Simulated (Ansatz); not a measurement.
**NH₃+ (doublet): wave-function methods side by side at distance N1–H2 = 1.615 Å, 6-31G**

How much of the correlation energy of NH₃+ (doublet) does each wave-function method recover here?

Computed with Ansatz 0.2.0, Gaussian basis. Level: 6-31G, core rule «outside noble gas», up to 1 orbitals frozen.

Plan: UHF; CCSD(T) on ROHF; CCSD(T) on UHF; BCCD(T) on ROHF; CISD; CCSDT(Q) on ROHF; CCSDT(Q) on UHF; CISDTQ; CCSDTQ on ROHF; CCSDTQ on UHF; CASSCF and MRCISD+Q, 3 electrons in 3 orbitals; CASSCF and NEVPT2, 3 electrons in 3 orbitals; CASSCF and MRCISD+Q, 7 electrons in 7 orbitals; CASSCF and NEVPT4(SD), 7 electrons in 7 orbitals; CASSCF and NEVPT2, 7 electrons in 7 orbitals; Full CI.

14 further runs of the same task are left out: 8 that didn't finish, 6 set aside as unsound or not needed.

## Step 1: The geometry

The geometry derives from a PBE0/def2-TZVP stationary point (not a proven minimum). One bond is set to the value named and the two fragments are kept rigid.

4 atoms, charge 1, spin multiplicity 2.

Atoms are counted from 1 here; the program's logs count them from 0.

Bond lengths: N1–H3 1.024 Å, N1–H4 1.024 Å. Angles: H3–N1–H4 120.0°.

## Step 2: UHF

Input file in.yaml:

```yaml
crystal:
  periodic: [false, false, false]
  atoms:
    - {symbol: N, position_ang: [-0.034968, -0.000470, 0.000002]}
    - {symbol: H, position_ang: [1.579886, 0.021221, -0.000108]}
    - {symbol: H, position_ang: [-0.558891, 0.879476, -0.002760]}
    - {symbol: H, position_ang: [-0.535066, -0.894171, 0.002834]}
basis:
  gaussian: {orbitals: 6-31G}
total_charge: 1
magnetization: {spin_polarized: true, initial_magnetization: 1}
hamiltonian: {xc: hf}
output: {orbitals: {seedname: orbitals}}
```

Run with:

```bash
ansatz run in.yaml --threads 1 --pin off --events-out ev --progress --plain --max-ram 2393MiB
```

The runs that follow: CCSD(T) on ROHF; CCSD(T) on UHF; BCCD(T) on ROHF; CISD; CCSDT(Q) on ROHF; CCSDT(Q) on UHF; CISDTQ; CCSDTQ on ROHF; CCSDTQ on UHF; CASSCF and MRCISD+Q, 3 electrons in 3 orbitals; CASSCF and NEVPT2, 3 electrons in 3 orbitals; CASSCF and MRCISD+Q, 7 electrons in 7 orbitals; CASSCF and NEVPT4(SD), 7 electrons in 7 orbitals; CASSCF and NEVPT2, 7 electrons in 7 orbitals; Full CI.

**Question.** What will the summary of the whole plan be? Wanted: FCI below the RHF energy; RMP2 from FCI; UMP2 from FCI; RCCSD from FCI; RCCSD(T) from FCI; UCCSD(T) from FCI; RCCSDT(Q) from FCI; UCCSDT(Q) from FCI; NEVPT2 pair from FCI.

The runs gave:

```
                         quantity                                                                                                                                                             value
         FCI below the RHF energy                                                                                                                                                        -3.4660 eV
                    RMP2 from FCI                                                                                                                                                   +15.91 kcal/mol
                    UMP2 from FCI                                                                                                                                                   +18.03 kcal/mol
                   RCCSD from FCI                                                                                                                                                    +1.45 kcal/mol
                RCCSD(T) from FCI                                                                                                                                                    +0.35 kcal/mol
                UCCSD(T) from FCI                                                                                                                                                    +0.45 kcal/mol
               RCCSDT(Q) from FCI                                                                                                                                                     0.00 kcal/mol
               UCCSDT(Q) from FCI                                                                                                                                                     0.00 kcal/mol
             NEVPT2 pair from FCI                                                                                                                                                    +8.88 kcal/mol
           MRCISD+Q pair from FCI                                                                                                                                                    +0.23 kcal/mol
          NEVPT2 valence from FCI                                                                                                                                                    +4.22 kcal/mol
levels within 1 kcal/mol (43 meV)  RCCSD(T), UCCSD(T), BCCD(T), RCCSDT, UCCSDT, CISDTQ, RCCSDT(Q), UCCSDT(Q), RCCSDTQ, UCCSDTQ, MRCISD+Q pair, NEVPT4(SD) valence, MRCISD valence, MRCISD+Q valence
                    T1 diagnostic                                                                                                                                                             0.030
   effectively unpaired electrons                                                                                                                                                              1.07
```

In words: RCCSD(T) lands +0.35 kcal/mol from the yardstick (0.4 % of the correlation energy). One determinant dominates. Of the multireference levels listed MRCISD+Q valence comes nearest in total energy (+0.13 kcal/mol), which doesn't show that its space is the better one. These misses are within one basis, not against nature; the frozen cores of restricted and unrestricted runs differ, which can shift their rows.
